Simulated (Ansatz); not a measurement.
# AlF2H: reaction (reductive elimination), part 2 of 2

Aim: the minimum-energy path and barrier of the reaction (reductive elimination). The ends are relaxed first, then joined by a nudged elastic band. Meant to form: H2–F3; to break: Al1–H2, Al1–F3. The start is a guess near the saddle point, from which both ends are pulled out.

Ansatz 0.2.0; RHF/6-31G*. The steps go on from the part before.

## (8) Frequencies at the highest image

The geometry is the highest inner image of the first converged band.

The input, input.yaml:

```yaml
crystal:
  periodic: [false, false, false]
  atoms:
    - { symbol: Al, position_ang: [-0.213239, -2.0e-06, 0.397997] }
    - { symbol: H, position_ang: [1.230298, 1.0e-06, 1.322073] }
    - { symbol: F, position_ang: [1.569207, 0.0, 0.128756] }
    - { symbol: F, position_ang: [-1.086667, 1.0e-06, -0.982924] }
basis:
  gaussian: { orbitals: "6-31G*" }
hamiltonian:
  xc: hf
phonons: {}
```

On the command line:

```bash
ansatz run input.yaml --threads 1 --pin off --max-ram 2048MiB --backend cpu --events-out ev --progress --plain --runs-dir out
```

The log of the run (excerpt; [...] marks lines left out):

```text
Warning: RAYON_NUM_THREADS=1 ignored (pool sized by the plan → 1); use --threads N
[...]
Functional definition: HF
[...]
473 factors; integrals over basis functions are off by at most 5.9e-4 eV
[...]
mean field -12009.93283006 eV, -441.3568908798 hartree, gradient 1.5e-5 eV, S^2 0.000000; 0 other end points of the search recorded, 0 dependent functions left out
[...]
reference -12009.93283006 eV, -441.3568908798 hartree; 16, 16 occupied and 35, 35 virtual orbitals, 473 factors
[...]
473 factors; integrals over basis functions are off by at most 5.9e-4 eV
[...]
mean field -12009.93277236 eV, -441.3568887593 hartree, gradient 7.6e-7 eV, S^2 0.000000; 0 other end points of the search recorded, 0 dependent functions left out
[...]
reference -12009.93277236 eV, -441.3568887593 hartree; 16, 16 occupied and 35, 35 virtual orbitals, 473 factors
[...]
473 factors; integrals over basis functions are off by at most 5.9e-4 eV
[...]
473 factors; integrals over basis functions are off by at most 5.9e-4 eV
mean field -12009.93279139 eV, -441.3568894588 hartree, gradient 1.0e-6 eV, S^2 0.000000; 0 other end points of the search recorded, 0 dependent functions left out
[...]
reference -12009.93279139 eV, -441.3568894588 hartree; 16, 16 occupied and 35, 35 virtual orbitals, 473 factors
WARN: phonons: modes at or below zero, which the zero-point energy, F, S and C_V leave out: 1, the lowest at -1836.03 cm⁻¹. A minimum has none, and a first-order saddle one
Total energy: -12009.93283006 eV, -441.3568908798 hartree
Atom 0 at    -0.213239    -0.000002     0.397997 Å, force     0.000947     0.000000    -0.000398 eV/Å
Atom 1 at     1.230298     0.000001     1.322073 Å, force     0.001042     0.000000     0.000035 eV/Å
Atom 2 at     1.569207     0.000000     0.128756 Å, force    -0.001874    -0.000000     0.000712 eV/Å
Atom 3 at    -1.086667     0.000001    -0.982924 Å, force    -0.000116     0.000000    -0.000350 eV/Å
Dipole moment:    -0.012243    -0.000000     0.259914 e Å
Vibrations: -1836.03 230.51 393.59 625.48 902.93 1776.36 cm⁻¹, zero-point energy 0.243559 eV
```

Wall time 9.8 s (1 thread of Arm Neoverse N1, shared host); peak memory 0.082 GiB.

Of 6 modes, 1 is imaginary by more than 30 cm⁻¹ (1836i cm⁻¹).

## (9) Another band, settings changed

crystal.atoms is end A as relaxed above, and neb.final_atoms is end B, turned to lie on A. With 3 inner images the band has 5 in all. The start path is listed, through a guess of the saddle.

The input, input.yaml:

```yaml
crystal:
  periodic: [false, false, false]
  atoms:
    - { symbol: Al, position_ang: [0.373849, 0.0, 0.251447] }
    - { symbol: H, position_ang: [0.327216, 0.0, 1.809884] }
    - { symbol: F, position_ang: [1.789779, 0.0, -0.556099] }
    - { symbol: F, position_ang: [-0.991245, 0.0, -0.639331] }
basis:
  gaussian: { orbitals: "6-31G*" }
hamiltonian:
  xc: hf
neb:
  order_check: false
  images: 3
  f_tol: 0.05
  max_iterations: 60
  climbing: true
  final_atoms:
    - { symbol: Al, position_ang: [-1.23921925, -3.716e-05, 0.2495774] }
    - { symbol: H, position_ang: [1.97557152, 1.311e-05, 1.41421876] }
    - { symbol: F, position_ang: [1.64426359, 1.203e-05, 0.56305754] }
    - { symbol: F, position_ang: [-0.88101687, 1.203e-05, -1.3609527] }
  initial_path:
    images:
      - { positions_ang: [[0.373849, 0.0, 0.251447], [0.327216, 0.0, 1.809884], [1.789779, 0.0, -0.556099], [-0.991245, 0.0, -0.639331]] }
      - { positions_ang: [[0.18699829, 0.0, 0.12559571], [0.7152139, 0.0, 1.5905408], [1.82439698, 0.0, -0.10744289], [-1.22701017, 0.0, -0.74279262]] }
      - { positions_ang: [[0.00014758, 0.0, -0.00025557], [1.1032118, 0.0, 1.3711976], [1.85901496, 0.0, 0.34121321], [-1.46277535, 0.0, -0.84625424]] }
      - { positions_ang: [[-0.61953583, -1.858e-05, 0.12466091], [1.53939166, 6.55e-06, 1.39270818], [1.75163927, 6.01e-06, 0.45213538], [-1.17189611, 6.01e-06, -1.10360347]] }
      - { positions_ang: [[-1.23921925, -3.716e-05, 0.2495774], [1.97557152, 1.311e-05, 1.41421876], [1.64426359, 1.203e-05, 0.56305754], [-0.88101687, 1.203e-05, -1.3609527]] }
```

On the command line:

```bash
ansatz run input.yaml --threads 1 --pin off --max-ram 2048MiB --backend cpu --events-out ev --progress --plain --runs-dir out
```

The log of the run (excerpt; [...] marks lines left out):

```text
Warning: RAYON_NUM_THREADS=1 ignored (pool sized by the plan → 1); use --threads N
[...]
[... 1 set-up line as earlier in the session ...]
[...]
473 factors; integrals over basis functions are off by at most 5.4e-4 eV
[...]
mean field -12014.10422106 eV, -441.5101866717 hartree, gradient 1.3e-5 eV, S^2 0.000000; 0 other end points of the search recorded, 0 dependent functions left out
[...]
reference -12014.10422106 eV, -441.5101866717 hartree; 16, 16 occupied and 35, 35 virtual orbitals, 473 factors
473 factors; integrals over basis functions are off by at most 3.5e-4 eV
[...]
mean field -12011.48591882 eV, -441.4139658391 hartree, gradient 5.8e-6 eV, S^2 0.000000; 0 other end points of the search recorded, 0 dependent functions left out
[...]
reference -12011.48591882 eV, -441.4139658391 hartree; 16, 16 occupied and 35, 35 virtual orbitals, 473 factors
[...]
reference -12008.50335739 eV, -441.3043587282 hartree; 16, 16 occupied and 35, 35 virtual orbitals, 476 factors
NEB iter   1: max|band force component| = 2.116e1 eV/Å  barrier→ = 5.6009 eV  barrier← = 2.9826 eV  Δτ_max = 0.1965 Å  (136 SCF iters)
[...]
NEB iter   7: max|band force component| = 7.610e-2 eV/Å  barrier→ = 4.1717 eV  barrier← = 1.5534 eV  CI = image 2  Δτ_max = 0.0107 Å  (73 SCF iters)
[...]
NEB iter   8: max|band force component| = 2.923e-2 eV/Å  barrier→ = 4.1714 eV  barrier← = 1.5531 eV  CI = image 2  Δτ_max = 0.0000 Å  (155 SCF iters)
Total energy: -12009.93281289 eV, -441.3568902489 hartree
Atom 0 at    -0.214223    -0.000000     0.397960 Å, force     0.010049     0.000000     0.001379 eV/Å
Atom 1 at     1.229183    -0.000000     1.322104 Å, force     0.015480     0.000000    -0.014466 eV/Å
Atom 2 at     1.570070     0.000000     0.129879 Å, force    -0.020656    -0.000000     0.022166 eV/Å
Atom 3 at    -1.085432     0.000000    -0.984042 Å, force    -0.004873     0.000000    -0.009079 eV/Å
Dipole moment:    -0.012703    -0.000000     0.260259 e Å
this run last wrote the band of iteration 8 to <dir>
```

Wall time 18 s (1 thread of Arm Neoverse N1, shared host); peak memory 0.087 GiB.

## (10) Images and barrier

Images 0 and 4 are the ends. Energies count from image 0; the path length is the program's own measure over all atoms.

```tsv
image	path (Å)	energy (eV)	H2–F3 (Å)	Al1–H2 (Å)	Al1–F3 (Å)	band force (eV/Å)
0	0.000	0.0000	2.78	1.56	1.63	-
1	0.727	1.2550	2.05	1.55	1.63	0.004
2*	1.454	4.1714	1.24	1.71	1.80	0.029
3	2.162	2.7697	0.92	2.46	2.37	0.019
4	2.870	2.6183	0.91	3.42	2.90	-
```

The star marks the climbing image.

image, energy (eV) and a bar:
```
        0      0.000 
        1      1.255 #########
        2      4.171 ##############################
        3      2.770 ####################
        4      2.618 ###################
```

## (11) Dynamics from the top

It starts at the highest inner image of the first converged band: 200 steps of 0.5 fs at constant energy, with velocities drawn for 300 K.

The input, input.yaml:

```yaml
crystal:
  periodic: [false, false, false]
  atoms:
    - { symbol: Al, position_ang: [-0.213239, -2.0e-06, 0.397997] }
    - { symbol: H, position_ang: [1.230298, 1.0e-06, 1.322073] }
    - { symbol: F, position_ang: [1.569207, 0.0, 0.128756] }
    - { symbol: F, position_ang: [-1.086667, 1.0e-06, -0.982924] }
basis:
  gaussian: { orbitals: "6-31G*" }
hamiltonian:
  xc: hf
md:
  timestep: 0.5
  n_steps: 200
  ensemble: nve
  temperature: 300.0
  initial_velocities: maxwell_boltzmann
  seed: 8775
```

On the command line:

```bash
ansatz run input.yaml --threads 1 --pin off --max-ram 2048MiB --backend cpu --events-out ev --progress --plain --runs-dir out
```

The log of the run (excerpt; [...] marks lines left out):

```text
Warning: RAYON_NUM_THREADS=1 ignored (pool sized by the plan → 1); use --threads N
[...]
[... 1 set-up line as earlier in the session ...]
[...]
473 factors; integrals over basis functions are off by at most 5.9e-4 eV
[...]
mean field -12009.93283006 eV, -441.3568908798 hartree, gradient 1.5e-5 eV, S^2 0.000000; 0 other end points of the search recorded, 0 dependent functions left out
[...]
reference -12009.93283006 eV, -441.3568908798 hartree; 16, 16 occupied and 35, 35 virtual orbitals, 473 factors
md step     0: t =     0.00 fs  T =   300.0 K  F+E_penalty+E_count = -12009.93283006 eV  E_kin = 0.077556 eV  conserved = -12009.85527406 eV  (30 SCF iters)
[...]
md step    24: t =    12.00 fs  T =  8343.7 K  F+E_penalty+E_count = -12012.01416803 eV  E_kin = 2.157013 eV  conserved = -12009.85715459 eV  (23 SCF iters)
[...]
md step    48: t =    24.00 fs  T =  8140.9 K  F+E_penalty+E_count = -12011.96048753 eV  E_kin = 2.104595 eV  conserved = -12009.85589280 eV  (24 SCF iters)
[...]
md step    72: t =    36.00 fs  T =  3990.4 K  F+E_penalty+E_count = -12010.88694031 eV  E_kin = 1.031596 eV  conserved = -12009.85534458 eV  (22 SCF iters)
[...]
md step    96: t =    48.00 fs  T =  8239.5 K  F+E_penalty+E_count = -12011.98572703 eV  E_kin = 2.130084 eV  conserved = -12009.85564328 eV  (22 SCF iters)
md step    97: t =    48.50 fs  T =  8518.8 K  F+E_penalty+E_count = -12012.05800770 eV  E_kin = 2.202280 eV  conserved = -12009.85572808 eV  (22 SCF iters)
md step    98: t =    49.00 fs  T =  8837.5 K  F+E_penalty+E_count = -12012.14050864 eV  E_kin = 2.284666 eV  conserved = -12009.85584273 eV  (22 SCF iters)
```

## (12) The output, continued: dynamics from the highest image of the converged band

The log, continued (excerpt; [...] marks lines left out):

```text
md step    99: t =    49.50 fs  T =  9189.7 K  F+E_penalty+E_count = -12012.23171851 eV  E_kin = 2.375725 eV  conserved = -12009.85599338 eV  (22 SCF iters)
[...]
md step   124: t =    62.00 fs  T =  4548.1 K  F+E_penalty+E_count = -12011.03169700 eV  E_kin = 1.175766 eV  conserved = -12009.85593133 eV  (22 SCF iters)
[...]
md step   149: t =    74.50 fs  T = 11493.0 K  F+E_penalty+E_count = -12012.82862139 eV  E_kin = 2.971172 eV  conserved = -12009.85744949 eV  (22 SCF iters)
[...]
md step   174: t =    87.00 fs  T =  7442.9 K  F+E_penalty+E_count = -12011.77972575 eV  E_kin = 1.924148 eV  conserved = -12009.85557774 eV  (22 SCF iters)
[...]
md step   199: t =    99.50 fs  T =  5428.5 K  F+E_penalty+E_count = -12011.25754029 eV  E_kin = 1.403371 eV  conserved = -12009.85416946 eV  (23 SCF iters)
[...]
md step   200: t =   100.00 fs  T =  5214.6 K  F+E_penalty+E_count = -12011.20201581 eV  E_kin = 1.348086 eV  conserved = -12009.85392987 eV  (28 SCF iters)
Total energy: -12011.20201581 eV, -441.4035325958 hartree
Atom 0 at    -0.067360    -0.120168     0.334321 Å, force    -1.036556     1.844064    -0.127521 eV/Å
Atom 1 at     0.511296     0.879877     1.443235 Å, force    -2.817391    -0.159113     2.279286 eV/Å
Atom 2 at     1.448954     0.357635     0.155778 Å, force     3.339105    -1.156211    -3.090253 eV/Å
Atom 3 at    -1.135443    -0.233658    -0.925942 Å, force     0.514842    -0.528740     0.938488 eV/Å
Dipole moment:    -0.249448    -0.513017     0.242604 e Å
```

It took 2.1 min on 1 thread of Arm Neoverse N1, shared host; peak memory 0.081 GiB.

## (13) The trajectory

One step in 15; energies are changes from step 0:

```tsv
time (fs)	T (K)	potential energy change (meV/atom)	total energy change (meV/atom)	H2–F3 (Å)	Al1–H2 (Å)
0.0	300	0.0	0.00	1.24	1.71
7.5	1400	-70.7	0.36	1.42	1.67
15.0	12406	-783.3	-0.88	2.55	1.84
22.5	8990	-561.8	-0.17	3.55	2.14
30.0	5870	-360.6	-0.66	3.38	1.75
37.5	7126	-442.4	-1.27	3.23	1.57
45.0	7551	-468.7	-0.07	3.59	2.21
52.5	11368	-716.1	-0.71	2.72	1.88
60.0	4595	-277.5	0.13	1.77	1.57
67.5	6067	-372.8	-0.10	2.49	2.01
75.0	11715	-738.3	-0.56	3.12	1.74
82.5	9287	-581.0	-0.19	3.48	1.83
90.0	7704	-478.7	-0.14	3.08	1.99
97.5	7129	-441.7	-0.32	1.89	1.63
100.0	5215	-317.3	0.34	1.68	1.60
```

time (fs), T (K) and a bar:
```
      0.0        300 
      4.5        380 
      8.5       2329 #####
     13.0      10100 ########################
     17.5      12638 ##############################
     21.5       9721 #######################
     26.0       7460 #################
     30.5       5435 ############
     35.0       2264 #####
     39.0       8818 #####################
     43.5       7844 ##################
     48.0       8240 ###################
     52.0      11083 ##########################
     56.5       8597 ####################
     61.0       4489 ##########
     65.0       5096 ############
     69.5       7373 #################
     74.0      11202 ###########################
     78.5      11416 ###########################
     82.5       9287 ######################
     87.0       7443 #################
     91.5       8207 ###################
     95.5       8625 ####################
    100.0       5215 ############
```

The last frame stands with the bonds of end A.

## (14) A trajectory let go at the top

It starts at the highest inner image of the first converged band: 200 steps of 0.5 fs at constant energy, with velocities drawn for 100 K.

input.yaml, as its differences from that of step 11:

```diff
@@ -15,4 +15,4 @@
   ensemble: nve
-  temperature: 300.0
+  temperature: 100.0
   initial_velocities: maxwell_boltzmann
-  seed: 8775
+  seed: 8776
```

On the command line:

```bash
ansatz run input.yaml --threads 1 --pin off --max-ram 2048MiB --backend cpu --events-out ev --progress --plain --runs-dir out
```

The log of the run (excerpt; [...] marks lines left out):

```text
Warning: RAYON_NUM_THREADS=1 ignored (pool sized by the plan → 1); use --threads N
[...]
[... 1 set-up line as earlier in the session ...]
[...]
473 factors; integrals over basis functions are off by at most 5.9e-4 eV
[...]
mean field -12009.93283006 eV, -441.3568908798 hartree, gradient 1.5e-5 eV, S^2 0.000000; 0 other end points of the search recorded, 0 dependent functions left out
[...]
reference -12009.93283006 eV, -441.3568908798 hartree; 16, 16 occupied and 35, 35 virtual orbitals, 473 factors
md step     0: t =     0.00 fs  T =   100.0 K  F+E_penalty+E_count = -12009.93283006 eV  E_kin = 0.025852 eV  conserved = -12009.90697806 eV  (30 SCF iters)
[...]
md step    24: t =    12.00 fs  T =  5335.2 K  F+E_penalty+E_count = -12011.28590775 eV  E_kin = 1.379264 eV  conserved = -12009.90664404 eV  (28 SCF iters)
[...]
md step    48: t =    24.00 fs  T =  8269.4 K  F+E_penalty+E_count = -12012.04548702 eV  E_kin = 2.137813 eV  conserved = -12009.90767425 eV  (24 SCF iters)
[...]
md step    72: t =    36.00 fs  T =  2303.6 K  F+E_penalty+E_count = -12010.49697692 eV  E_kin = 0.595532 eV  conserved = -12009.90144532 eV  (22 SCF iters)
[...]
md step    96: t =    48.00 fs  T =  6400.4 K  F+E_penalty+E_count = -12011.56151435 eV  E_kin = 1.654623 eV  conserved = -12009.90689136 eV  (22 SCF iters)
md step    97: t =    48.50 fs  T =  6532.9 K  F+E_penalty+E_count = -12011.59577072 eV  E_kin = 1.688873 eV  conserved = -12009.90689746 eV  (22 SCF iters)
md step    98: t =    49.00 fs  T =  6733.4 K  F+E_penalty+E_count = -12011.64763164 eV  E_kin = 1.740712 eV  conserved = -12009.90691996 eV  (22 SCF iters)
```

## (15) More of the same log: dynamics from the highest image of the converged band

The log, continued (excerpt; [...] marks lines left out):

```text
md step    99: t =    49.50 fs  T =  7001.2 K  F+E_penalty+E_count = -12011.71690375 eV  E_kin = 1.809940 eV  conserved = -12009.90696343 eV  (22 SCF iters)
[...]
md step   124: t =    62.00 fs  T =  3943.5 K  F+E_penalty+E_count = -12010.92781179 eV  E_kin = 1.019469 eV  conserved = -12009.90834292 eV  (22 SCF iters)
[...]
md step   149: t =    74.50 fs  T = 11467.4 K  F+E_penalty+E_count = -12012.87343420 eV  E_kin = 2.964556 eV  conserved = -12009.90887858 eV  (22 SCF iters)
[...]
md step   174: t =    87.00 fs  T =  4218.0 K  F+E_penalty+E_count = -12010.99682625 eV  E_kin = 1.090438 eV  conserved = -12009.90638782 eV  (22 SCF iters)
[...]
md step   199: t =    99.50 fs  T = 11455.9 K  F+E_penalty+E_count = -12012.87092974 eV  E_kin = 2.961592 eV  conserved = -12009.90933805 eV  (22 SCF iters)
[...]
md step   200: t =   100.00 fs  T = 11259.5 K  F+E_penalty+E_count = -12012.82015714 eV  E_kin = 2.910809 eV  conserved = -12009.90934807 eV  (27 SCF iters)
Total energy: -12012.82015714 eV, -441.4629981931 hartree
Atom 0 at    -0.089580    -0.109718     0.379854 Å, force     1.145259     3.645635    -0.433747 eV/Å
Atom 1 at    -0.085088     1.040795     1.540107 Å, force    -1.292218    -1.308274     0.261292 eV/Å
Atom 2 at     1.492106     0.269222     0.069278 Å, force    -0.069447    -1.502436    -0.606315 eV/Å
Atom 3 at    -1.115396    -0.168625    -0.909247 Å, force     0.216405    -0.834926     0.778770 eV/Å
Dipole moment:    -0.271777    -0.637033     0.393763 e Å
```

It took 2.1 min on 1 thread of Arm Neoverse N1, shared host; peak memory 0.083 GiB.

## (16) The trajectory

One step in 8; energies are changes from step 0:

```tsv
time (fs)	T (K)	potential energy change (meV/atom)	total energy change (meV/atom)	H2–F3 (Å)	Al1–H2 (Å)
0.0	100	0.0	0.00	1.24	1.71
4.0	127	-1.7	0.02	1.29	1.72
8.0	741	-41.2	0.24	1.41	1.69
12.0	5335	-338.3	0.08	1.79	1.64
16.0	12300	-789.5	-0.94	2.50	1.74
20.0	12172	-780.8	-0.60	3.21	2.01
24.0	8269	-528.2	-0.17	3.59	2.18
28.0	6183	-393.3	-0.16	3.58	2.08
32.0	5481	-348.7	-0.95	3.26	1.69
36.0	2304	-141.0	1.38	3.00	1.36
40.0	10153	-651.3	-1.50	3.38	1.73
44.0	7654	-488.3	-0.12	3.72	2.18
48.0	6400	-407.2	0.02	3.66	2.31
52.0	9223	-589.9	-0.22	3.17	2.08
56.0	11352	-729.0	-1.76	2.33	1.59
60.0	4478	-282.7	0.28	1.74	1.44
64.0	3613	-227.2	-0.15	1.90	1.83
68.0	4279	-270.1	-0.03	2.32	2.08
72.0	7928	-506.0	-0.09	2.69	2.03
76.0	13245	-850.4	-0.80	2.97	1.76
80.0	12654	-811.9	-0.51	3.25	1.63
84.0	7174	-457.2	-0.01	3.54	1.84
88.0	3834	-241.2	0.16	3.60	1.99
92.0	5560	-352.9	0.06	3.33	1.90
96.0	10345	-662.7	-0.56	2.79	1.64
100.0	11260	-721.8	-0.59	2.29	1.63
```

time (fs), T (K) and a bar:
```
      0.0        100 
      4.5        143 
      8.5        986 ##
     13.0       7323 ################
     17.5      13159 #############################
     21.5      10774 #######################
     26.0       6808 ###############
     30.5       6049 #############
     35.0       2072 ####
     39.0       9332 ####################
     43.5       8048 #################
     48.0       6400 ##############
     52.0       9223 ####################
     56.5      10686 #######################
     61.0       4124 #########
     65.0       3553 ########
     69.5       5264 ###########
     74.0      10757 #######################
     78.5      13807 ##############################
     82.5       9344 ####################
     87.0       4218 #########
     91.5       5073 ###########
     95.5       9842 #####################
    100.0      11260 ########################
```

The last frame stands with the bonds of end A.

## (17) What came out

The summary covers parts 1 to 2.

| quantity | value |
| --- | --- |
| end A | 5 moves, 0.738 eV lower |
| end B | 11 moves, 0.070 eV lower |
| first band: barrier forwards | 4.171 eV |
| first band: barrier backwards | 1.553 eV |
| first band: second end relative to first | +2.618 eV |
| first band: highest image | 5 of 0 to 10, climbing |
| first band: band iterations | 8 |
| pieces at the ends | AlF2H → AlF + FH |
| imaginary modes at the top | 1836i cm⁻¹ |
| second band | top 4.171 eV above image 0, 8 iterations, 3 inner images |
| time, first and second band | 50 s and 18 s |
| trajectory at 300 K, after 100 fs | with the bonds of end A, at 5215 K |
| trajectory at 100 K, after 100 fs | with the bonds of end A, at 11260 K |

**Reading.** In the first band: the barrier from the first end is 4.17 eV, 161 times kT at 300 K; with a typical attempt rate of 10^13 per second that is roughly 10^-57 events a second. The second end lies 2.62 eV above the first, so the way back costs 1.55 eV. By distance, end A alone has Al1–H2, Al1–F3 and end B alone has H2–F3. One imaginary mode, as a first-order saddle point has. The second band's top agrees with the first's to 1 meV, so the changed settings hardly move the height. Zero-point energy and entropy are left out. Hartree-Fock tends to give barriers too high.
